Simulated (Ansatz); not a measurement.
A structure relaxed at PBE0-D4/def2-TZVP in Ansatz, charge 1, doublet:

```xyz
6

Li   -0.509   -0.351    1.175
Li   -2.138   -0.396   -1.138
Li    0.632    0.175   -1.154
H    -0.856    0.556   -0.294
H     1.375    0.387    0.762
H     1.496   -0.371    0.649
```

Task: Give its formula and point group.

Result: Li₃H₃⁺. Point group Cs (tolerance 0.1 Å).

Task: Summarise the bond lengths by kind (pairs closer than 1.2 times the sum of covalent radii, bridged metal pairs left out).

Result: 3 × H–Li 1.76 to 1.81 Å.

In the doublet, H5 and H6 lie 0.78 Å apart (atoms count from 1), so H2 has formed as a molecule. Another isomer (doublet) lies 0.52 eV lower at PBE0-D4/def2-TZVP; other spin states weren't run for this one.
